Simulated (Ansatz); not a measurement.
## Rubidium (bcc) across density functionals

All rows: Ansatz, plane waves with scalar-relativistic PAW, 420 eV (500 eV for the SCAN forms), relaxed under each functional, no dispersion correction, no zero-point motion. B₀ comes from uniform scaling at fixed shape; a dash is a value not given.

The measured cell (COD entry 9011008) has a = 5.585 Å, 87.10 Å³/atom.

```
functional  V (Å³/atom)         cell  B₀ (GPa)     magnetic state
       PBE        91.23  a = 5.672 Å         3  spin not included
    r²SCAN        94.33  a = 5.735 Å         3  spin not included
    PBEsol        87.10  a = 5.585 Å         -  spin not included
       LDA        77.51  a = 5.372 Å         4  spin not included
    revPBE        99.42  a = 5.837 Å         2  spin not included
      RPBE       101.57  a = 5.878 Å         -  spin not included
      BLYP        95.42  a = 5.757 Å         2  spin not included
```

LDA gives the smallest volume and RPBE the largest.

Some functionals expand this cell far past the measured one.
